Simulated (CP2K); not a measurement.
**AlSiH5O (SMILES O[SiH2][AlH2]) at PM6**

Aim: the vertical ionisation energy of AlSiH5O at PM6, from 2 runs. 

The results are computed with CP2K 2026.2.

2 further runs of the same task are left out: 2 set aside as unsound or not needed.

### Step 1. The molecule

The species is AlSiH5O (8 atoms), meant as a singlet with charge 0. As SMILES, `O[SiH2][AlH2]`. The shape comes from a force field and isn't a relaxed structure. This is one conformer, not always the lowest.

Bond lengths: O1–Si2 1.687 Å, Si2–Al3 2.335 Å, O1–H4 1.028 Å, Si2–H5 1.484 Å, Si2–H6 1.483 Å, Al3–H7 1.651 Å, Al3–H8 1.555 Å. Angles: O1–Si2–Al3 106.9°, O1–Si2–H5 109.5°, O1–Si2–H6 111.4°, Al3–Si2–H5 109.6°, Al3–Si2–H6 109.9°, Si2–O1–H4 99.9°, Si2–Al3–H7 117.3°, Si2–Al3–H8 119.7°, H5–Si2–H6 109.4°, H7–Al3–H8 112.3°.

### Step 2. Energy and gradient at PM6

Input file qs.inp:

```
&GLOBAL
  PROJECT_NAME qs
  RUN_TYPE ENERGY_FORCE
  PRINT_LEVEL MEDIUM
&END GLOBAL

&FORCE_EVAL
  METHOD QS
  &DFT
    &QS
      METHOD PM6
      EPS_DEFAULT 1.0E-10
      &SE
        &COULOMB
          CUTOFF [angstrom] 50
          RC_RANGE [angstrom] 0
        &END COULOMB
        &EXCHANGE
          CUTOFF [angstrom] 50
          RC_RANGE [angstrom] 0
        &END EXCHANGE
      &END SE
    &END QS
    &POISSON
      PERIODIC NONE
      POISSON_SOLVER ANALYTIC
    &END POISSON
    &SCF
      SCF_GUESS ATOMIC
      EPS_SCF 1.0E-06
      MAX_SCF 40
      &OT
        MINIMIZER DIIS
        PRECONDITIONER FULL_SINGLE_INVERSE
      &END OT
      &OUTER_SCF
        EPS_SCF 1.0E-06
        MAX_SCF 5
      &END OUTER_SCF
    &END SCF
    &PRINT
      &MOMENTS
        PERIODIC F
        REFERENCE COM
        MAX_MOMENT 1
      &END MOMENTS
      &MO_CUBES
        NLUMO 3
        NHOMO -1
        WRITE_CUBE F
      &END MO_CUBES
      &HIRSHFELD OFF
      &END HIRSHFELD
    &END PRINT
  &END DFT
  &SUBSYS
    &CELL
      ABC 20.7 20.1 18.4
      PERIODIC NONE
    &END CELL
    &COORD
      SCALED T
      O    0.40862560   0.51235572   0.46043207
      Si   0.47471739   0.54992289   0.49492120
      Al   0.53557729   0.46757960   0.55260054
      H    0.38658696   0.55248010   0.43624185
      H    0.51302657   0.57967910   0.43497011
      H    0.45699758   0.60250995   0.54780163
      H    0.61341304   0.46411692   0.53337772
      H    0.50581401   0.39749005   0.56502989
    &END COORD
  &END SUBSYS
  &PRINT
    &FORCES ON
    &END FORCES
  &END PRINT
&END FORCE_EVAL
```

Launch:

```
OMP_NUM_THREADS=1 cp2k.psmp -i qs.inp > qs.out 2>&1
```

Log, cut to the lines that bear on the results:

```text
CP2K| version string:                                       CP2K version 2026.2
[...]
 GLOBAL| Method name                                                        CP2K
[...]
 GLOBAL| Run type                                                   ENERGY_FORCE
[...]
                             - Atoms:                                          8
[...]
                             - Spherical basis functions:                     27
[...]
 Number of electrons:                                                         18
[...]
     1 OT DIIS     0.80E-01    0.0     0.29762283       -14.3469200678 -1.43E+01
[...]
     6 OT DIIS     0.80E-01    0.0     0.00000082       -17.7985809177 -1.13E-10
  *** SCF run converged in     6 steps ***
  Core-core repulsion energy [eV]:                            654.18126289248971
  Core Hamiltonian energy [eV]:                              -783.58497546025228
  Two-electron integral energy [eV]:                         -709.84060977113563
  Electronic energy [eV]:                                   -1138.50528034581998
  Total energy [eV]:                                         -484.32401745333038
  Atomic reference energy [eV]:                               481.87905213912046
  Heat of formation [kcal/mol]:                               -56.38224404282727
[...]
 SE_DIPOLE| Moment [Debye]          0.33011362      -2.47843839      -0.14598195
 SE_DIPOLE| Derivative [a.u.]       0.00000000       0.00000000       0.00000000
 *** WARNING in qs_scf_post_se.F:140 :: Printing of MO cube files not ***
 *** implemented for Semi-Empirical method.                           ***
 ENERGY| Total FORCE_EVAL ( QS ) energy [hartree]            -17.798580917734355
 FORCES| Atomic forces [hartree/bohr]
 FORCES|   Atom     x               y               z               |f|
 FORCES|      1 -8.21389064E-03  2.89939908E-02 -1.06282819E-02   3.19543405E-02
 FORCES|      2  7.58105327E-02 -5.60129017E-02  6.36476774E-02   1.13735258E-01
 FORCES|      3 -2.23445926E-02  6.26474786E-02 -7.48745609E-02   1.00150823E-01
 FORCES|      4 -1.12027472E-02 -2.42525554E-02 -1.54182412E-03   2.67593948E-02
 FORCES|      5 -4.27895907E-03 -3.55252925E-03  7.22523637E-04   5.60820784E-03
 FORCES|      6 -2.90577440E-03 -2.05318585E-03 -3.92497612E-03   5.29759705E-03
 FORCES|      7 -2.29235824E-02  4.87943503E-03  1.43763631E-02   2.74950783E-02
 FORCES|      8 -3.94098651E-03 -1.06497322E-02  1.22230789E-02   1.66838793E-02
 FORCES| Sum    -1.24900090E-16  3.33066907E-16  1.05818132E-16
 FORCES| Total atomic force                                       3.71121374E-16
[...]
```

It took 0.6 s on 1 thread of Arm Neoverse V1, shared host.

### Step 3. The doublet cation

Input file calc.inp:

```
&global
 project_name calc
 run_type ENERGY_FORCE
 print_level MEDIUM
&end global
&force_eval
 method QUICKSTEP
 &dft
  charge 1
  multiplicity 2
  uks T
  ! Quickstep
  &qs
   method PM6
   eps_default 1.0E-10
   &se
    &coulomb
     cutoff [angstrom] 50
     rc_range [angstrom] 0
    &end coulomb
    &exchange
     cutoff [angstrom] 50
     rc_range [angstrom] 0
    &end exchange
   &end se
  &end qs
  ! no periodic images
  &poisson
   periodic NONE
   poisson_solver ANALYTIC
  &end poisson
  &scf
   scf_guess ATOMIC
   eps_scf 1.0E-06
   max_scf 80
   added_mos 4
   &diagonalization
    algorithm STANDARD
   &end diagonalization
   &mixing
    method DIRECT_P_MIXING
    alpha 0.4
   &end mixing
  &end scf
  ! extra output
  &print
   &moments
    periodic F
    reference COM
    max_moment 1
   &end moments
   &mo ON
    energies T
    occupation_numbers T
    ndigits 6
    &each
     qs_scf 0
    &end each
    add_last NUMERIC
   &end mo
   &hirshfeld OFF
   &end hirshfeld
  &end print
 &end dft
 &subsys
  &cell
   abc [angstrom] 20.7 20.1 18.4
   periodic NONE
  &end cell
  &coord
   SCALED T
   O    0.40862560   0.51235572   0.46043207
   Si   0.47471739   0.54992289   0.49492120
   Al   0.53557729   0.46757960   0.55260054
   H    0.38658696   0.55248010   0.43624185
   H    0.51302657   0.57967910   0.43497011
   H    0.45699758   0.60250995   0.54780163
   H    0.61341304   0.46411692   0.53337772
   H    0.50581401   0.39749005   0.56502989
  &end coord
 &end subsys
 ! extra output
 &print
  &forces ON
  &end forces
 &end print
&end force_eval
```

Launch:

```
OMP_NUM_THREADS=1 cp2k.psmp calc.inp > calc.out
```

Log, cut to the lines that bear on the results:

```text
CP2K| version string:                                       CP2K version 2026.2
[...]
 GLOBAL| Method name                                                        CP2K
[...]
 GLOBAL| Run type                                                   ENERGY_FORCE
[...]
                             - Atoms:                                          8
[...]
                             - Spherical basis functions:                     27
[...]
 Number of electrons:                                                          9
[...]
     1 P_Mix/Diag. 0.40E+00    0.0     0.38668241       -14.1028216057 -1.41E+01
[...]
    32 DIIS/Diag.  0.24E-06    0.0     0.00000099       -17.4476875277 -6.04E-12
  *** SCF run converged in    32 steps ***
  Core-core repulsion energy [eV]:                            654.18126289248971
  Core Hamiltonian energy [eV]:                              -761.67991015491987
  Two-electron integral energy [eV]:                         -734.55415092608644
  Electronic energy [eV]:                                   -1128.95698561796303
  Total energy [eV]:                                         -474.77572272547349
  Atomic reference energy [eV]:                               481.87905213912046
  Heat of formation [kcal/mol]:                               163.80668068751444
[...]
 ENERGY| Total FORCE_EVAL ( QS ) energy [hartree]            -17.447687527701326
 FORCES| Atomic forces [hartree/bohr]
 FORCES|   Atom     x               y               z               |f|
 FORCES|      1  1.38467852E-02  2.61936275E-02  3.67423413E-03   2.98553108E-02
 FORCES|      2  3.86827166E-02 -2.62520711E-02  2.24339054E-02   5.18536779E-02
 FORCES|      3 -1.46325953E-02  3.46303270E-02 -4.11548244E-02   5.57412949E-02
 FORCES|      4 -1.59590307E-02 -1.96634917E-02 -5.63250194E-03   2.59435666E-02
 FORCES|      5  5.97553232E-04 -1.14960453E-02  4.13081482E-03   1.22302804E-02
 FORCES|      6  2.31354705E-03 -1.16986141E-02  5.70763294E-03   1.32207090E-02
 FORCES|      7 -3.73314635E-03  1.91748627E-02  1.37521283E-03   1.95832313E-02
 FORCES|      8 -2.11158298E-02 -1.08885949E-02  9.46552623E-03   2.55741267E-02
 FORCES| Sum     1.04083409E-17  4.02455846E-16  6.24500451E-17
 FORCES| Total atomic force                                       4.07405265E-16
[...]
```

Run time: 0.34 s. Hardware: 1 thread of Arm Neoverse V1, shared host.

### Step 4. Summary of results

Level: PM6.

| quantity | value |
| --- | --- |
| singlet AlSiH5O: total energy | -17.79858 Eh |
| singlet AlSiH5O: dipole moment | 2.50 D |
| singlet AlSiH5O: heat of formation at this unrelaxed shape | -56.4 kcal/mol |
| singlet AlSiH5O: largest force on an atom | 5.849 eV/Å |
| doublet cation: total energy | -17.44769 Eh |
| doublet cation: HOMO energy (highest over α and β) | -15.54 eV |
| doublet cation: LUMO energy (lowest over α and β) | -9.33 eV |
| doublet cation: heat of formation at this unrelaxed shape | 163.8 kcal/mol |
| doublet cation: largest force on an atom | 2.866 eV/Å |
| vertical ionisation energy (to the doublet cation) | 9.548 eV |

**Reading.** The vertical ionisation energy comes to 9.55 eV (921 kJ/mol). The largest force (singlet AlSiH5O) is 5.85 eV/Å: the shape isn't a stationary point for this species at this level.
